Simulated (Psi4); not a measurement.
This Psi4 input (MP2/aug-pcseg-1) gives -169.40964 Eh with 96 basis functions.

```
memory 8100 MB

molecule {
0 1
N    -1.06982458    0.19432482    0.10751560
C     0.27236484    0.31364904   -0.04785169
O     1.05073958   -0.61125119   -0.08188812
H    -1.47667231   -0.72197082    0.20424856
H    -1.66665177    1.00198023    0.12805939
H     0.59199050    1.36783209   -0.14270206
}

set {
  basis aug-pcseg-1
  scf_type df
  freeze_core true
}

energy('mp2')
print_variables()
```

Change:
```diff
- basis aug-pcseg-1
+ basis pcseg-2
```

**Question.** What does the run give now?

**Answer.** -169.59532 Eh (MP2/pcseg-2, 132 functions), a change of -185.68 mEh.
